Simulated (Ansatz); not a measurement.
A made-up structure of LiAlSiH$_{4}$, singlet:

```xyz
7
angstrom
Li -2.8262 0.0111 -0.5133
Si 0.8368 0.0849 1.1222
Al -0.3745 -0.0786 -0.9393
H 0.0080 -1.3658 -1.6513
H 0.0549 1.0456 -1.8679
H 1.0920 -1.0526 1.9330
H 1.1248 1.3393 1.7221
```

It is relaxed with PBE-D4/def2-SVP and then PBE0-D4/def2-TZVP (Ansatz 0.2.0). Atoms count as bonded within 1.22 times the sum of their covalent radii (H–H: 0.88 Å). The end point is not checked to be a true minimum.

Task: Does its bonding change? (A judgement: the text doesn't fix the answer.)

Result: By the calculation: Yes. Formed: Li1–Si2; broken: Li1–Al3.

Where it ends: The first stage lowers the energy by 1.60 eV in 18 steps. It ends as LiAlSiH₄ ([Li][SiH2][AlH2]):
```csv
atom,x (Å),y (Å),z (Å)
Li1,-2.4217,0.1799,1.4840
Si2,-0.0099,0.0893,0.9834
Al3,0.3449,-0.1311,-1.3771
H4,0.3074,-1.5556,-2.1061
H5,0.3576,1.1397,-2.3501
H6,0.6466,-1.0602,1.6930
H7,0.6910,1.3220,1.4783
```

Labels in which every atom is bracketed show which atoms are joined, not bond orders.

For scale, one of the runs: PBE0-D4/def2-TZVP relaxation, 112 basis functions, launched by `ansatz run in.yaml --threads 2 --pin off --events-out ev --progress --plain --max-ram 4352MiB`. The run took about 14 s on 2 CPU threads of an Arm Neoverse V1 (shared host).
